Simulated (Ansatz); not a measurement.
Geometry optimisation, RKS PBE-D4/def2-SVP (Ansatz).

The input (input.yaml):

```yaml
crystal:
  periodic: [false, false, false]
  atoms:
    - { symbol: Al, position_ang: [0.0, 0.0, 0.0] }
    - { symbol: H, position_ang: [0.0, 0.0, 1.91] }
    - { symbol: H, position_ang: [1.351, 0.0, -0.78] }
    - { symbol: O, position_ang: [-1.5415, 0.0, -0.89] }
    - { symbol: H, position_ang: [-2.0512, -0.8467, -0.6815] }
    - { symbol: O, position_ang: [-0.2602, 1.9567, 0.6559] }
    - { symbol: H, position_ang: [-1.1988, 2.262, 0.4419] }
    - { symbol: H, position_ang: [-0.1315, 0.9887, 1.8084] }
basis:
  gaussian: { orbitals: def2-SVP }
hamiltonian:
  xc: pbe
  dispersion: d4
relax:
  f_tol: 0.15
  max_steps: 25
  restrain:
    - { distance: [0, 5], at: 1.78, k: 30.0 }
    - { distance: [7, 1], at: 0.66, k: 30.0 }
    - { distance: [0, 1], at: 2.76, k: 30.0 }
    - { distance: [7, 5], at: 2.21, k: 30.0 }
```

Launched with:

```bash
$ ansatz run input.yaml --threads 1 --pin off --max-ram 2048MiB --backend cpu --events-out ev --progress --plain --runs-dir out
```

Where does it end, and by what steps?

The forces met the threshold. The restraints hold the end off the free minimum. After 9 steps the energy has fallen by 1.727 eV (the restraints' own energy left out); Al1 moved furthest, 0.63 Å. Joined: H2–H8 (1.00 → 0.73 Å).

```csv
step,energy less start (eV),largest force component (eV/Å),accepted
0,0.0000,3.767,yes
1,-0.3591,4.671,yes
2,-1.0128,3.807,yes
3,-1.4737,2.394,yes
4,-1.5880,1.388,yes
5,-1.6348,1.076,no
6,-1.6436,1.497,yes
7,-1.6754,1.565,yes
8,-1.7108,1.730,yes
9,-1.7274,1.738,yes
```

```xyz
8
Properties=species:S:1:pos:R:3
Al -0.198 0.483 -0.350
H 0.015 0.051 2.367
H 1.202 -0.173 -0.689
O -1.725 -0.229 -0.668
H -1.858 -1.098 -1.079
O -0.196 2.100 0.334
H -1.051 2.528 0.510
H -0.021 0.698 2.040
```

The run took 16 s on 1 thread of Arm Neoverse V2, with other jobs on the host, peak memory 0.12 GiB.
